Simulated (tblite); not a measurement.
Compound: C₅H₇F.
SMILES with atom numbers: `[CH3:1][C:2]#[C:3][CH2:4][CH2:5][F:6]` (hydrogens: H7, H8, H9 on C1; H10, H11 on C4; H12, H13 on C5)

Computed with GFN2-xTB (tblite), gas phase: nudged elastic band of 9 images (0 to 8), spring 0.2 eV/Å², climbing image at the end, force threshold 0.05 eV/Å. The top image wasn't refined or checked by frequencies; at this threshold it can lie a kcal/mol or more above the true saddle point of the method.

The band describes a rotation about C4–C5 (propargylic carbon, sp3 C–F carbon), followed by the dihedral C3–C4–C5–F6, from the optimised start (180°) to a second optimised geometry at -70°.

**Question.** Give the energy profile along the converged band.

**Answer.** 
| image | dihedral (°) | E (kJ/mol) | C4–C5 (Å) | C3···F6 (Å) | largest true force (eV/Å) |
| --- | --- | --- | --- | --- | --- |
| 0 | 180 | 0.00 | 1.526 | 3.65 | 0.01 |
| 1 | -168 | 0.91 | 1.527 | 3.64 | 0.05 |
| 2 | -155 | 3.23 | 1.530 | 3.61 | 0.05 |
| 3 | -141 | 6.11 | 1.533 | 3.56 | 0.06 |
| 4 | -127 | 8.25 | 1.535 | 3.48 | 0.05 |
| 5 | -114 | 8.67 | 1.535 | 3.38 | 0.04 |
| 6 | -100 | 7.31 | 1.533 | 3.26 | 0.04 |
| 7 | -86 | 5.18 | 1.530 | 3.12 | 0.04 |
| 8 | -70 | 3.76 | 1.528 | 2.97 | 0.01 |

Barriers of this band. The top is image 5 at -114°: 8.67 kJ/mol forward and 4.91 kJ/mol back; the end lies 3.76 kJ/mol above the start. The central bond is 0.009 Å longer at the top than at the start.

**Question.** What rate follows at 350 K for crossing this barrier forward?

**Answer.** Taking the electronic barrier for the free energy of activation (no zero-point or entropy terms, transmission 1), rate = (kT/h)·exp(−ΔE/kT) ≈ 4 × 10^11 s⁻¹, whose inverse is 3 × 10^-12 s. An error of 1 kcal/mol in the barrier changes this by a factor of 4, and the method and the loose band can each miss by that much or more. The barrier is only 3.0 kT, where transition-state theory is rough.

**Question.** How would the two end points share their population at 350 K, from these energies alone?

**Answer.** exp(−ΔE/kT) with ΔE = 0.039 eV gives 0.27 for the higher one (end) against 1 for the lower, without vibrational, rotational or degeneracy terms. GFN2-xTB can put conformers this close in the wrong order.

**Question.** How long is the path, and how are the images spaced?

**Answer.** Cartesian distances between aligned neighbours (all atoms, Å): 0.40, 0.42, 0.42, 0.43, 0.43, 0.43, 0.44, 0.53; the sum is 3.50 Å, and the top lies 60 % of the way along.

The cost below is that of the whole band run. On one thread of an Intel Xeon Platinum 8375C at 2.90 GHz, no GPU (shared host), this took 1.7 s of wall time and 0.18 GiB of memory at its peak.
